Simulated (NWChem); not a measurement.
Program: NWChem. System: fluoromethane (CH$_{3}$F), charge 0, spin multiplicity 1, at a geometry optimised with PBE0/def2-SVP. Level: RHF/cc-pVDZ.

The NWChem input:

```
start mol
memory heap 200 mb stack 800 mb global 1000 mb
geometry units angstroms nocenter noautoz
  C      0.608765    -0.110645     0.000000
  F     -0.732677     0.133165     0.000000
  H      0.887874    -0.687855     0.897208
  H      0.887874    -0.687855    -0.897208
  H      1.165754     0.841092     0.000000
  symmetry group Cs
end
basis spherical
  * library cc-pvdz
end
scf
  rhf
  nopen 0
  maxiter 100
  thresh 1e-7
  semidirect memsize 60000000 filesize 0
end
task scf energy
```

Part of the output:

```
             Northwest Computational Chemistry Package (NWChem) 7.3.0
             --------------------------------------------------------

                                NWChem Input Module
                                -------------------

 Scaling coordinates for geometry "geometry" by  1.889725989
 (inverse scale =  0.529177249)

 Turning off AUTOSYM since
 SYMMETRY directive was detected!

                             Geometry "geometry" -> ""
                             -------------------------

 Output coordinates in angstroms (scale by  1.889725989 to convert to a.u.)

  No.       Tag          Charge          X              Y              Z
 ---- ---------------- ---------- -------------- -------------- --------------
    1 C                    6.0000     0.60876500    -0.11064500     0.00000000
    2 F                    9.0000    -0.73267700     0.13316500     0.00000000
    3 H                    1.0000     0.88787400    -0.68785500     0.89720800
    4 H                    1.0000     0.88787400    -0.68785500    -0.89720800
    5 H                    1.0000     1.16575400     0.84109200     0.00000000

 Effective nuclear repulsion energy (a.u.)      37.5329147306

            Nuclear Dipole moment (a.u.)
            ----------------------------
        X                 Y               Z
 ---------------- ---------------- ----------------
    -0.0000018897    -0.0000056692     0.0000000000

      Symmetry information
      --------------------

 Group name             Cs
 Group number              2
 Group order               2
 No. of unique centers     4

      Symmetry unique atoms

     1    2    3    5


 Summary of "ao basis" -> "" (spherical)
 ------------------------------------------------------------------------------
       Tag                 Description            Shells   Functions and Types
 ---------------- ------------------------------  ------  ---------------------
 *                          cc-pvdz                   on all atoms

 Summary of "ao basis" -> "ao basis" (spherical)
 ------------------------------------------------------------------------------
[...]
   Bfn.  Coefficient  Atom+Function         Bfn.  Coefficient  Atom+Function
  ----- ------------  ---------------      ----- ------------  ---------------
    20      0.415342  2 F  pz                 6     -0.355120  1 C  pz
    23      0.318674  2 F  pz                29     -0.290319  3 H  s
    34      0.290319  4 H  s

 Vector    9  Occ=2.000000D+00  E=-5.187809D-01  Symmetry=a'
              MO Center=  3.6D-01,  1.3D-01, -7.6D-12, r^2= 1.6D+00
   Bfn.  Coefficient  Atom+Function         Bfn.  Coefficient  Atom+Function
  ----- ------------  ---------------      ----- ------------  ---------------
    19      0.408647  2 F  py                 5     -0.349398  1 C  py
    39     -0.335231  5 H  s                 22      0.313538  2 F  py
    29      0.167616  3 H  s                 34      0.167616  4 H  s
    40     -0.160521  5 H  s

 Vector   10  Occ=0.000000D+00  E= 1.878350D-01  Symmetry=a'
              MO Center=  1.1D+00, -2.0D-01,  1.0D-16, r^2= 4.4D+00
   Bfn.  Coefficient  Atom+Function         Bfn.  Coefficient  Atom+Function
  ----- ------------  ---------------      ----- ------------  ---------------
     3      2.162630  1 C  s                 30     -1.043758  3 H  s
    35     -1.043758  4 H  s                 40     -1.043754  5 H  s
     7      0.461737  1 C  px

 Vector   11  Occ=0.000000D+00  E= 2.572984D-01  Symmetry=a"
              MO Center=  9.9D-01, -9.0D-01,  1.6D-13, r^2= 3.9D+00
   Bfn.  Coefficient  Atom+Function         Bfn.  Coefficient  Atom+Function
  ----- ------------  ---------------      ----- ------------  ---------------
    30      1.811656  3 H  s                 35     -1.811656  4 H  s
     9     -1.351421  1 C  pz                 6     -0.339876  1 C  pz

 Vector   12  Occ=0.000000D+00  E= 2.572991D-01  Symmetry=a'
              MO Center=  1.2D+00,  4.9D-01,  1.8D-13, r^2= 3.9D+00
   Bfn.  Coefficient  Atom+Function         Bfn.  Coefficient  Atom+Function
  ----- ------------  ---------------      ----- ------------  ---------------
    40      2.091941  5 H  s                  8     -1.329635  1 C  py
    30     -1.045956  3 H  s                 35     -1.045956  4 H  s
     5     -0.334397  1 C  py                 7     -0.241668  1 C  px

 center of mass
 --------------
 x =  -0.20273673 y =   0.03684710 z =   0.00000000

 moments of inertia (a.u.)
 ------------------
          13.427549405772          10.118837759075           0.000000000000
          10.118837759075          67.262236021141           0.000000000000
           0.000000000000           0.000000000000          69.101236338155

  Mulliken analysis of the total density
  --------------------------------------

    Atom       Charge   Shell Charges
 -----------   ------   -------------------------------------------------------
    1 C    6     5.75   2.00  0.66  0.38  1.92  0.68  0.12
    2 F    9     9.34   2.00  0.89  1.02  3.33  2.09  0.01
    3 H    1     0.97   0.76  0.18  0.03
    4 H    1     0.97   0.76  0.18  0.03
    5 H    1     0.97   0.76  0.18  0.03

       Multipole analysis of the density wrt the origin
       ------------------------------------------------

     L   x y z        total         open         nuclear
     -   - - -        -----         ----         -------
     0   0 0 0     -0.000000      0.000000     18.000000

     1   1 0 0      0.773249      0.000000     -0.000002
     1   0 1 0     -0.140537      0.000000     -0.000006
     1   0 0 1      0.000000      0.000000      0.000000

     2   2 0 0     -9.109558      0.000000     35.676833
     2   1 1 0      0.073745      0.000000     -5.439424
     2   1 0 1     -0.000000      0.000000      0.000000
     2   0 2 0     -8.717222      0.000000      6.737795
     2   0 1 1     -0.000000      0.000000      0.000000
     2   0 0 2     -8.703792      0.000000      5.749286

 Task  times  cpu:        0.3s     wall:        0.3s

 Total times  cpu:        0.3s     wall:        0.3s
```
